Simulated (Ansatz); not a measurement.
# SiB₂H₆: a ladder of functionals and wavefunction methods

How much do the methods differ for SiB₂H₆? The plan is to run it at one geometry with functionals of several rungs and with coupled cluster. The yardstick is the atomisation energy at the CCSD(T) limit.

Computed with Ansatz 0.2.0, Gaussian basis. Level: functionals in def2-TZVPP, the program's frozen cores in correlated methods.

Levels to be run: LDA (SPW92), PBE-D4, revPBE-D4, BLYP-D4, r2SCAN-D4, B97M-V, PBE0-D4, B3LYP-D4, r2SCANh-D4, r2SCAN0-D4, HSE06-D4, BHLYP-D4, CAM-B3LYP-D4, LC-ωPBE, ωB97X-V, ωB97M-V, B2PLYP, PBE-QIDH; CCSD(T)/def2-SVP; CCSD(T)/def2-TZVPP; MP2/def2-QZVPP; extrapolation to the limit; RPA on PBE.

## Step 1: The geometry

An earlier PBE0-D4 in a triple-zeta def2 set relaxation fixed the geometry.

SMILES `BB[SiH3]`, 9 atoms, charge 0, spin multiplicity 1.

Atoms are counted from 1 here; the program's logs count them from 0.

Bond lengths: B1–B2 1.608 Å, B1–H4 1.201 Å, B1–H5 1.201 Å, B2–Si3 2.026 Å, B2–H6 1.197 Å, Si3–H7 1.490 Å, Si3–H8 1.490 Å, Si3–H9 1.487 Å. Angles: B2–B1–H4 121.8°, B2–B1–H5 121.8°, H4–B1–H5 116.1°, B1–B2–Si3 116.2°, B1–B2–H6 128.7°, Si3–B2–H6 115.0°, B2–Si3–H7 108.6°, B2–Si3–H8 108.5°, B2–Si3–H9 114.8°, H7–Si3–H8 108.5°, H7–Si3–H9 108.1°, H8–Si3–H9 108.1°.

## Step 2: LDA

This LDA is Slater exchange with PW92 correlation.

Contents of in.yaml:

```yaml
crystal:
  periodic: [false, false, false]
  atoms:
    - {symbol: B, position_ang: [-1.223492, 0.956186, -0.749963]}
    - {symbol: B, position_ang: [0.327521, 0.568608, -0.579942]}
    - {symbol: Si, position_ang: [0.742637, -0.902988, 0.748655]}
    - {symbol: H, position_ang: [-1.939692, 0.375726, -1.519536]}
    - {symbol: H, position_ang: [-1.755695, 1.764263, -0.038719]}
    - {symbol: H, position_ang: [1.280647, 1.033506, -1.134736]}
    - {symbol: H, position_ang: [1.445531, -2.005386, 0.033436]}
    - {symbol: H, position_ang: [1.656729, -0.356483, 1.791138]}
    - {symbol: H, position_ang: [-0.445686, -1.479731, 1.432468]}
basis:
  gaussian: {orbitals: def2-TZVPP}
hamiltonian: {xc: lda}
output: {orbitals: {seedname: orbitals}}
```

Run with:

```sh
ansatz run in.yaml --threads 2 --pin off --events-out ev --progress --plain --max-ram 4352MiB
```

The runs that follow: PBE-D4 (GGA); revPBE-D4 (GGA); BLYP-D4 (GGA); r2SCAN-D4 (meta-GGA); B97M-V (meta-GGA); B3LYP-D4 (hybrid); r2SCANh-D4 (hybrid); r2SCAN0-D4 (hybrid); HSE06-D4 (hybrid); BHLYP-D4 (hybrid); CAM-B3LYP-D4 (range-separated); LC-ωPBE (range-separated); ωB97X-V (range-separated); ωB97M-V (range-separated); B2PLYP (double hybrid); PBE-QIDH (double hybrid); CCSD(T) in def2-SVP; CCSD(T) in def2-TZVPP; MP2 in def2-QZVPP; RPA on PBE orbitals.

Q: Predict the results of all the runs planned. Wanted: atomisation energy, CCSD(T)/CBS; farthest beyond LDA; mean size of error, GGA; mean size of error, meta-GGA; mean size of error, hybrid; mean size of error, range-separated; mean size of error, double hybrid; gap, smallest and largest; T1 diagnostic.

The runs gave:

| quantity | value |
| --- | --- |
| atomisation energy, CCSD(T)/CBS | 2755.6 kJ/mol |
| functionals within 13.8 kJ/mol (0.5 %) | BLYP-D4, LC-ωPBE, B2PLYP, PBE-QIDH |
| farthest beyond LDA | B97M-V (+61.2 kJ/mol) |
| mean size of error, GGA | 17.2 kJ/mol |
| mean size of error, meta-GGA | 53.4 kJ/mol |
| mean size of error, hybrid | 26.6 kJ/mol |
| mean size of error, range-separated | 30.1 kJ/mol |
| mean size of error, double hybrid | 1.7 kJ/mol |
| gap, smallest and largest | 3.55 eV (LDA (SPW92)), 10.85 eV (LC-ωPBE) |
| T1 diagnostic | 0.0146 |
| triples share of the correlation energy | 3.1 % |

LDA overbinds by 311.8 kJ/mol (11 %). PBE-D4 misses by +23.7 kJ/mol. Double hybrids carry the basis error of their MP2 part in triple zeta, and no dispersion term here, so their miss is partly the set-up's. Taken by rung, double hybrid functionals do best (1.7 kJ/mol on average) and meta-GGA ones worst beyond LDA (53.4 kJ/mol). The reference freezes the cores and leaves out relativity and excitations past (T), so misses under about 13.8 kJ/mol can't be ranked. Hartree-Fock recovers 80 % of the binding; the rest is correlation. CCSD(T) in def2-SVP is off by -127.4 kJ/mol, more than most functionals: a good method in a small basis is no reference. The gap grows from 3.6 to 10.8 eV across the functionals, mostly with the share of exact exchange.
